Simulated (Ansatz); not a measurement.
Ideal-gas functions of C2H6N−, SMILES `C[N-]C` at 500 K and 1 bar, from an Ansatz frequency run at PBE0-D4/def2-TZVPD.

Molar mass 44.08 g/mol, point group C2v (symmetry number 2), electronic degeneracy 1, moments of inertia 13.025, 49.076, 55.758 u Å². Harmonic wavenumbers (cm⁻¹, unscaled): 297, 333, 414, 988, 1087, 1102, 1116, 1194, 1246, 1390, 1413, 1414, 1423, 1457, 1466, 2507, 2531, 2579, 2654, 2965, 2968.

Use S(trans) = R[1.5 ln M + 2.5 ln T − 1.1517]; rotational temperatures θ = 24.2544 K / I; S(rot) = R[ln(√π/σ · √(T³/θAθBθC)) + 1.5]; for each mode x = 1.438777 ν̃/T, S = R[x/(eˣ − 1) − ln(1 − e⁻ˣ)] and H = RT x/(eˣ − 1); 1 cm⁻¹ = 0.0119627 kJ/mol; R = 8.31446 J/(mol·K).

**Question.** By hand: the entropy, in J/(mol·K).

**Answer.** Translation 166.8. Rotation: θ = 1.8621, 0.4942, 0.435 K, giving 92.8. Vibration, mode by mode: 9.87, 8.98, 7.33, 1.96, 1.56, 1.51, 1.46, 1.22, 1.08, 0.77, 0.73, 0.73, 0.72, 0.66, 0.65, 0.05, 0.05, 0.04, 0.03, 0.02, 0.02, in all 39.5. Electronic 0.0. Sum 299.1 J/(mol·K).

**Question.** By hand: H − E and G − E in kJ/mol, counted from the electronic energy.

**Answer.** Zero-point energy ½ × 32544 × 0.0119627 = 194.7; thermal vibration 12.4; translation, rotation and pV give 4 RT = 16.6. H − E = 223.7 kJ/mol, and G − E = 223.7 − 500 × 299.1/1000 = 74.1 kJ/mol.

Vibration gives 13 % of the entropy.
